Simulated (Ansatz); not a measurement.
A nudged elastic band was laid between two geometries of FH + H5NSi (9 atoms, charge 0, multiplicity 1).

Theory: Ansatz 0.2.0, RKS PBE0/def2-SVP.

| Property | Result |
| --- | --- |
| movable images | 5 |
| climbing image | yes |
| spring | 5.0 eV/Å² |
| optimiser | quadratic models (default) |
| start path | through a guess of the saddle point |
| force threshold | 0.05 eV/Å |
| iteration limit | 60 |
| end points | relaxed |

Initial state:

```xyz
9
Properties=species:S:1:pos:R:3
Si -0.114 0.225 0.098
N 0.079 -0.100 1.827
H -0.782 -0.256 2.349
H 0.649 0.571 2.339
H 1.252 0.348 -0.476
H -0.870 1.488 -0.180
H -0.865 -0.919 -0.484
F 1.380 -2.316 1.280
H 0.932 -1.561 1.647
```

Final state:

```xyz
9
Properties=species:S:1:pos:R:3
Si 0.366 -0.156 -0.328
N -0.110 -0.342 2.307
H -0.999 -0.728 2.619
H 0.074 0.484 2.874
H 0.730 -0.130 -1.786
H 0.460 1.251 0.142
H -0.997 -0.747 -0.258
F 1.525 -1.127 0.299
H 0.613 -1.025 2.530
```

Problem. What changes between the two ends?

Solution. Bonds broken: Si1–N2, F8–H9. Bonds formed: Si1–F8, N2–H9. FH + H5NSi becomes FH3Si + H3N.

Problem. Give the energies along the band, and the barrier.

Solution. It converged. The highest image is number 1 of 0 to 6, 56.3 kJ/mol above the first end and 108.4 kJ/mol above the last; the last end lies 52.2 kJ/mol below the first. A vibrational analysis at the climbing image gives one clearly imaginary mode, 654i cm⁻¹: a first-order saddle point. The orbitals stay closed-shell, which can raise the energy where a bond breaks towards radicals; this wasn't checked here.

```
image  path coordinate (Å)  energy (kJ/mol)  Si1–N2 (Å)  F8–H9 (Å)  Si1–F8 (Å)
    0                 0.00              0.0        1.77       0.95        3.18
    1                 1.10             56.3        1.88       1.22        2.08
    2                 1.87              6.0        2.04       1.97        1.72
    3                 2.65             -9.4        2.20       2.21        1.68
    4                 3.42            -41.5        2.39       2.40        1.65
    5                 4.20            -52.4        2.66       2.56        1.64
    6                 4.97            -52.2        2.68       2.41        1.64
```

Problem. What is the geometry of the highest image?

Solution. 
```xyz
9
Properties=species:S:1:pos:R:3
Si 0.074 -0.094 0.107
N 0.113 -0.175 1.985
H -0.797 -0.221 2.441
H 0.668 0.559 2.423
H 1.377 0.269 -0.507
H -0.707 1.201 -0.034
H -0.853 -1.076 -0.513
F 1.091 -1.789 0.753
H 0.695 -1.193 1.745
```

Problem. What are the harmonic wavenumbers there?

Solution. 654i, 296, 312, 516, 615, 622, 644, 763, 869, 872, 1019, 1042, 1058, 1502, 1521, 1934, 2098, 2249, 2280, 3551, 3645 cm⁻¹.

The run took 96 s on 1 thread of AMD EPYC 9R45 96-Core Processor (Zen 5), with other jobs on the host, peak memory 0.16 GiB.
